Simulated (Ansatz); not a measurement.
Consider the substitution at a C–C bond: `CC#CC` + CH₃NH₂ → `CC#CNC` + CH₄.

Program: Ansatz. Geometries: PBE0-D4/def2-TZVP. ΔE: electronic, gas phase. CCSD(T)/CBS is the MP2 limit (def2-TZVPP, def2-QZVPP) plus CCSD(T) − MP2 in def2-TZVPP, frozen cores. This one scheme is used for every species. Functionals use def2-TZVPP.

```json
{"species": "`CC#CC`", "PBE0-D4 energy (Eh)": "-155.84172"}
{"species": "CH₃NH₂", "PBE0-D4 energy (Eh)": "-95.78170"}
{"species": "`CC#CNC`", "PBE0-D4 energy (Eh)": "-211.14111"}
{"species": "CH₄", "PBE0-D4 energy (Eh)": "-40.47612"}
```

Q: Work out ΔE.

A: ΔE = (-211.14111) + (-40.47612) − (-155.84172) − (-95.78170) = 0.00619 Eh = +3.9 kcal/mol. CCSD(T)/CBS gives +6.1 kcal/mol.

Largest T1 diagnostic among the species: 0.011.

From PBE to PBE0 (25 % exact exchange), in def2-TZVPP and without D4, ΔE moves by +0.7 kcal/mol.
